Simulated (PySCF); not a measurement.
# CHCl, broken-symmetry Ms = 0: computed properties

Computed with PySCF, UPBE0, basis C def2-TZVP, H def2-TZVP, Cl def2-TZVP (no relativity, density fitting).

The structure is a minimum.

Coordinates in bohr (charge 0 multiplicity 1):
```
C     0.9724    0.0210   -2.0765
H    -0.5886   -0.0127   -3.4596
Cl   -0.3167   -0.0068    0.8123
```

```
Point group                                                                   : Cs
Bond lengths                                                                  : C–Cl 1.674 Å, C–H 1.104 Å
Bond angles                                                                   : Cl–C–H 107.5°
Enthalpy at 298.15 K above 0 K                                                : 10.16 kJ/mol
Zero-point energy                                                             : 29.3 kJ/mol
Rotational symmetry number                                                    : 1
Entropy at 298.15 K and 1 bar                                                 : 234.4 J/(mol K)
Highest occupied level (β)                                                    : -7.19 eV
Spin squared ⟨S²⟩                                                             : 0.498
Heat capacity Cp at 298.15 K                                                  : 37.0 J/(mol K)
Principal polarisabilities                                                    : 17.4, 20.5, 35.1 bohr³
Atomisation energy without zero-point energy                                  : 769 kJ/mol
Dipole moment                                                                 : 1.34 D
Principal quadrupole moments (Buckingham, traceless) about the centre of mass : -3.92, 0.70, 3.22 D Å
Lowest empty level (β)                                                        : -2.76 eV
Rotational constants                                                          : 16.99, 0.6109, 0.5897 cm⁻¹
```

Harmonic modes (masses in u: C 12.000, H 1.008, Cl 34.969):
```
ω (cm⁻¹)  IR (km/mol)
     859         64.0
    1044         40.1
    2993         36.3
```

Charges (e):
| atom | Mulliken | Löwdin | polar tensor | spin (Mulliken) | Mayer order to C1 |
| --- | --- | --- | --- | --- | --- |
| C1 | -0.18 | -0.52 | 0.14 | 0.00 | – |
| H2 | 0.15 | 0.08 | 0.10 | 0.00 | 0.92 |
| Cl3 | 0.03 | 0.44 | -0.24 | 0.00 | 1.43 |

Mulliken populations on C1: s 3.64, p 2.46, d 0.08, f 0.00.

Outer orbital energies (eV). α occupied: -25.22, -17.66, -12.84, -11.09, -10.44, -7.19; empty: -2.76, 1.37, 2.44, 4.24. β occupied: -25.22, -17.66, -12.84, -11.09, -10.44, -7.19; empty: -2.76, 1.37, 2.44, 4.24.

The determinant is spin-contaminated (⟨S²⟩ = 0.50, pure value 0.00). The spin densities have lower symmetry than the nuclear frame, so modes carry no symmetry labels. Other isomers or separated fragments may lie lower.

The final relaxation and frequency run took 21 s on 2 threads of a shared Arm Neoverse V2 host, with 74 basis functions and 14 gradients; the process peaked at 0.82 GiB. Launch command: `OMP_NUM_THREADS=2 python axn.py task.json out`.
